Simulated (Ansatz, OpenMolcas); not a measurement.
## Worked example: the enthalpy of formation of C2H4Cl2 (1,1-dichloroethane)

The species is C2H4Cl2 (8 atoms), meant as a singlet with charge 0. As SMILES, `CC(Cl)Cl`. The coordinates come from a PBE0-D4/def2-TZVP relaxation.

Total energies at M06-L/cc-pVDZ (OpenMolcas 26.06); the atoms run unrestricted:

| species | state | energy (Eh) |
| --- | --- | --- |
| C2H4Cl2 | singlet | -999.016107 |
| C | triplet | -37.841814 |
| Cl | doublet | -460.134886 |
| H | doublet | -0.501666 |

Harmonic wavenumbers at PBE0-D4/def2-TZVP, in cm⁻¹: 267, 275, 318, 407, 663, 713, 997, 1073, 1112, 1254, 1306, 1406, 1472, 1477, 3065, 3143, 3148, 3165.

Measured heats of formation of the gaseous atoms at 298.15 K, in kJ/mol: C 716.9, Cl 121.3, H 218.0. Spin-orbit lowering of the atoms at 298 K (mean of the ground term's levels less their thermal mean, from spectra), in kJ/mol: C 0.02, Cl 3.44. Take 1 Eh = 2625.50 kJ/mol, 1 cm⁻¹ = 0.0119627 kJ/mol, RT = 2.479 kJ/mol.

Work out the heat of formation of the gas at 298 K.


1. Electronic atomisation energy: 2 × (-37.841814) + 2 × (-460.134886) + 4 × (-0.501666) − (-999.016107) = 1.056043 Eh = 2772.6 kJ/mol.
2. Zero-point energy: half the sum of the wavenumbers, 12630.5 cm⁻¹ = 151.1 kJ/mol.
3. Thermal vibrational enthalpy, Σ hcν̃/(exp(hcν̃/kT) − 1): 5.2 kJ/mol. Translation, rotation and pV of a non-linear molecule: 4 RT = 9.9 kJ/mol.
4. The 8 free atoms carry 5/2 RT each: 49.6 kJ/mol.
5. Spin-orbit coupling lowers the free atoms by 2 × 0.02 + 2 × 3.44 = 6.9 kJ/mol.
6. Atomisation enthalpy at 298 K: 2772.6 − 6.9 − 151.1 − 5.2 − 9.9 + 49.6 = 2649.1 kJ/mol.
7. Sum of the atoms' heats of formation: 2548.4 kJ/mol. Heat of formation: 2548.4 − 2649.1 = -100.7 kJ/mol.

The tabulated value is -127.4 kJ/mol (Active Thermochemical Tables), so this level is off by +26.7 kJ/mol, or 1.0 % of the atomisation enthalpy that the table implies (2675.7 kJ/mol). Anharmonicity and any spin-orbit splitting of the molecule are left out.
